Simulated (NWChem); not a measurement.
# ethane (C2H6); SMILES CC

```xyz
8

C      0.0000     0.0000     0.7596
C      0.0000     0.0000    -0.7596
H     -0.7240     0.7240     1.1652
H      0.9890     0.2650     1.1652
H     -0.2650    -0.9890     1.1652
H     -0.9890    -0.2650    -1.1652
H      0.7240    -0.7240    -1.1652
H      0.2650     0.9890    -1.1652
```
Atoms are numbered in this order, from 1.

Program: NWChem. Geometry optimised at PBE0/def2-SVP; all other runs use it. 

```json
[
 {"quantity": "vertical, lowest state with f > 0.02, singlet (eV)", "level": "PBE0/def2-SVPD, TDA", "value": "10.02"},
 {"quantity": "solvation free energy (kcal/mol) in n-hexane", "level": "PBE0/def2-SVP, SMD", "value": "(withheld)"},
 {"quantity": "−ε(HOMO) (eV)", "level": "PBE/def2-SVP", "value": "(withheld)"},
 {"quantity": "isotropic polarisability (bohr³), static", "level": "PBE0/def2-SVPD", "value": "28.5"},
 {"quantity": "highest harmonic frequency (cm⁻¹)", "level": "PBE0/def2-SVP", "value": "3155"}
]
```

Question: Some entries are withheld; supply them.

Answer: 
- solvation free energy (kcal/mol) in n-hexane, value: -1.4
- −ε(HOMO) (eV), value: 7.99
